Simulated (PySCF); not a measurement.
nitrogen trifluoride (F₃N), SMILES FN(F)F. Atoms are numbered in the order given.

```xyz
4

F     -1.0709     0.6183    -0.1252
N      0.0000     0.0000     0.4827
F      0.0000    -1.2366    -0.1252
F      1.0709     0.6183    -0.1252
```
Charge 0, spin multiplicity 1.

Coordinates come from a B3LYP-D3(BJ)/def2-TZVP optimisation.

Calculation: SMD-ωB97X/def2-SVP run with PySCF.

Solvation free energies are E(SMD) − E(gas) at the gas-phase geometry, for 1 M in both phases. In vacuum the dipole moment is 0.17 D.

**Question.** Rank water, toluene, N,N-dimethylformamide by solvation free energy, most negative first.

**Answer.** toluene (1.4 kcal/mol), N,N-dimethylformamide (1.6 kcal/mol), water (2.4 kcal/mol)
